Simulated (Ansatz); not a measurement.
# H₂ (singlet): from Hartree-Fock to the top rungs, cc-pVQZ

How much of the correlation energy of H₂ (singlet) does each wave-function method recover here?

Computed with Ansatz 0.2.0, Gaussian basis. Level: cc-pVQZ, core rule «outside noble gas», up to 0 orbitals frozen.

Plan: UHF; CCSD(T) on RHF; BCCD(T) on RHF; CASSCF and MRCISD+Q, 2 electrons in 2 orbitals; CASSCF and NEVPT2, 2 electrons in 2 orbitals; Full CI.

12 further runs of the same task are left out: 3 that didn't finish, 9 set aside as unsound or not needed.

## Step 1: The system

The geometry is an MP2(full)/6-31G* stationary point (not a proven minimum).

2 atoms, charge 0, spin multiplicity 1.

Atoms are counted from 1 here; the program's logs count them from 0.

Bond lengths: H1–H2 0.737 Å.

Coordinates:

```mol
H2
  3D, bonds by distance, orders not assigned

  2  1  0  0  0  0  0  0  0  0999 V2000
    0.0000    0.0000    0.0000 H   0  0
    0.0000    0.0000    0.7372 H   0  0
  1  2  8  0
M  END
```

## Step 2: UHF

The input, in.yaml:

```yaml
crystal:
  periodic: [false, false, false]
  atoms:
    - {symbol: H, position_ang: [0.000000, 0.000000, 0.000000]}
    - {symbol: H, position_ang: [0.000000, 0.000000, 0.737166]}
basis:
  gaussian: {orbitals: cc-pVQZ}
magnetization: {spin_polarized: true, initial_magnetization: 0}
hamiltonian: {xc: hf}
output: {orbitals: {seedname: orbitals}}
```

Run with:

```sh
$ ansatz run in.yaml --threads 1 --pin off --events-out ev --progress --plain --max-ram 2393MiB
```

After this run come: CCSD(T) on RHF; BCCD(T) on RHF; CASSCF and MRCISD+Q, 2 electrons in 2 orbitals; CASSCF and NEVPT2, 2 electrons in 2 orbitals; Full CI.

**Question.** What will the summary of the whole plan be? Wanted: FCI below the RHF energy; RMP2 from FCI; RCCSD from FCI; RCCSD(T) from FCI; NEVPT2 valence from FCI; MRCISD+Q valence from FCI; T1 diagnostic; effectively unpaired electrons.

The runs gave:

| quantity | value |
| --- | --- |
| FCI below the RHF energy | -1.0965 eV |
| RMP2 from FCI | +18.9 kJ/mol |
| RCCSD from FCI | 0.0 kJ/mol |
| RCCSD(T) from FCI | 0.0 kJ/mol |
| NEVPT2 valence from FCI | +16.3 kJ/mol |
| MRCISD+Q valence from FCI | -0.1 kJ/mol |
| levels within 1 kcal/mol (43 meV) | RCCSD, RCCSD(T), BCCD(T), MRCISD valence, MRCISD+Q valence |
| T1 diagnostic | 0.006 |
| effectively unpaired electrons | 0.01 |

**Reading.** RCCSD(T) misses by 0.0 kJ/mol, 0.0 % of the correlation energy. One determinant dominates. Of the multireference levels listed MRCISD+Q valence comes nearest in total energy (-0.1 kJ/mol), which doesn't show that its space is the better one. These misses are within one basis, not against nature. With two correlated electrons CCSD is exact in the basis.
